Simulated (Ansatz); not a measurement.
**BSi, doublet: vertical spin and charge gaps**

Geometry (PBE0/def2-TZVP stationary point for this spin):

```yaml
atoms:
  - { symbol: Si, position_ang: [0.0000, 0.0000, 0.0000] }
  - { symbol: B, position_ang: [0.0000, 0.0000, 1.9192] }
```

Basis cc-pVDZ; Ansatz 0.2.0. Only valence electrons are correlated (noble-gas cores frozen). Prefix R: restricted or restricted open-shell reference. Active spaces: valence = (7e, 8o) chosen from the atoms' valence shells.

Gaps are energies of the second state less the first, at fixed atoms, for a selection of the levels run; each method lands on the state that its own search finds for that charge and spin.

Coupled cluster chose its determinant by trial CCSD, here up to 0.81 eV above the lowest Hartree–Fock solution of its kind. The determinant of the BSi⁺ singlet fills πx and πy unequally, so it is a mixture of Σ and Δ, which weighs on every level built on one determinant.

Quartet less doublet: -0.815 eV at full CI (doublet B1, quartet A2, in C2v).

Large singles or doubles amplitudes warn of static correlation in the BSi doublet.

| level | gap (eV) | error (meV) |
| --- | --- | --- |
| RCCSD | -1.050 | -235 |
| RCCSD(T) | -0.844 | -29 |
| BCCD(T) | -0.850 | -35 |
| RCCSDT | -0.847 | -32 |
| RCCSDT(Q) | -0.818 | -3 |
| CASSCF (valence space) | -0.767 | 48 |
| NEVPT2 (valence space) | -0.795 | 20 |
| MRCISD (valence space) | -0.811 | 4 |
| MRCISD+Q (valence space) | -0.817 | -2 |

Removing an electron, to the singlet: 8.576 eV at full CI (doublet B1, singlet ion A1, in C2v).

Large singles or doubles amplitudes warn of static correlation in the BSi doublet.

By full CI's occupations no single determinant describes the singlet well.

```
                     level  gap (eV)  error (meV)
                     RCCSD     8.558          -18
                  RCCSD(T)     8.669           93
                   BCCD(T)     8.670           94
                    RCCSDT     8.647           71
                 RCCSDT(Q)     8.614           38
    CASSCF (valence space)     8.021         -555
    NEVPT2 (valence space)     8.429         -147
NEVPT4(SD) (valence space)     8.546          -30
    MRCISD (valence space)     8.507          -69
  MRCISD+Q (valence space)     8.556          -20
```

Removing an electron, to the triplet: 7.985 eV at full CI (doublet B1, triplet ion A2, in C2v).

Large singles or doubles amplitudes warn of static correlation in the BSi doublet and the BSi⁺ triplet.

```
    level  gap (eV)  error (meV)
    RCCSD     7.848         -137
 RCCSD(T)     7.979           -6
  BCCD(T)     7.986            1
   RCCSDT     7.962          -23
RCCSDT(Q)     7.981           -4
```

Full CI is exact within this basis and frozen core; it isn't the basis-set limit.
